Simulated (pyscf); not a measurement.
This saddle point was located with ωB97X-D3(BJ)/def2-SVP in PySCF.

```xyz
7

O      0.0921    -0.1455     1.5865
Si    -0.7756     0.1026     0.3611
H     -0.5607    -1.4725    -0.9949
H     -2.1986     0.4548     0.2266
O     -0.1746     0.0025    -1.2498
H      0.1609     1.4726    -0.9088
H      0.7767    -0.2316    -1.2135
```
Charge 0, spin multiplicity 1.

Surface: singlet, charge 0. Lowest wavenumbers (cm⁻¹): 1500i, 271, 370, 509, 653.

Q: Name the species on either side of this saddle.

A: `[O]=[SiH2]` + `[OH2]` ⇌ `[O]=[SiH2]` + `[OH2]`, a four-centre exchange read from left to right: H–Si, H–O broken and H–Si, H–O formed. At CCSD(T)/def2-TZVPP + ΔMP2(QZVPP) it lies +384.4 kJ/mol from the left side and +384.4 kJ/mol from the right (each side as separated species at their lowest minima found). On the reactant side the descent ends in an adduct with a O–Si contact, 92.0 kJ/mol under the separated species and 517.6 kJ/mol under the saddle at ωB97X-D3(BJ)/def2-TZVP. On the product side the descent ends in an adduct with a O–Si contact, 92.0 kJ/mol under the separated species and 517.6 kJ/mol under the saddle at ωB97X-D3(BJ)/def2-TZVP. At ωB97X-D3(BJ) the barrier from the zero used here is 425.6 kJ/mol. The same reactants have a lower exit, to HO–SiH₂–OH (barrier -79.8 kJ/mol at ωB97M-D3(BJ), against +407.9 kJ/mol here). One saddle was located; it need not be the lowest between these sides. A restricted solution here is unstable towards spin polarisation, so biradical character is likely and single-reference numbers are less safe. The CCSD(T) − MP2 part came from Ansatz, without density fitting, on the same reference.
